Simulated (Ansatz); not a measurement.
`B[SiH2]B`. Charge 0, multiplicity 1.

| atom | x (Å) | y (Å) | z (Å) |
| --- | --- | --- | --- |
| B1 | 0.618 | -1.463 | 0.251 |
| Si2 | -0.415 | -0.051 | -0.735 |
| B3 | -0.194 | 1.515 | 0.502 |
| H4 | 1.794 | -1.593 | 0.080 |
| H5 | 0.088 | -2.153 | 1.070 |
| H6 | -1.849 | -0.429 | -0.894 |
| H7 | 0.174 | 0.223 | -2.076 |
| H8 | 0.748 | 2.245 | 0.404 |
| H9 | -0.965 | 1.706 | 1.396 |

What are the harmonic wavenumbers in cm⁻¹ at PBE0-D4/def2-TZVP (Ansatz, finite differences of forces, unscaled)? (An estimate is asked.)

Ansatz gave: 106, 135, 169, 444, 460, 551, 620, 642, 719, 765, 894, 914, 969, 1154, 1164, 2198, 2205, 2585, 2592, 2680, 2682.

Is this a minimum?

Yes, all 21 modes are real.

Give the ideal-gas thermochemistry at 298.15 K and 1 bar (rigid rotor, harmonic oscillator; point group C2v, symmetry number 2).

Zero-point energy 147.4 kJ/mol; H(298) − E = 166.2 kJ/mol; entropy 306.3 J/(mol·K), of which translation 159.0, rotation 94.7, vibration 52.6; G(298) − E = 74.9 kJ/mol.

And at 400, 500, 600, 800 and 1000 K?


| T (K) | H − E (kJ/mol) | S (J/mol/K) | G − E (kJ/mol) |
| --- | --- | --- | --- |
| 400 | 176.9 | 337.1 | 42.1 |
| 500 | 189.0 | 363.9 | 7.0 |
| 600 | 202.2 | 388.0 | -30.6 |
| 800 | 231.5 | 430.0 | -112.5 |
| 1000 | 263.6 | 465.8 | -202.2 |
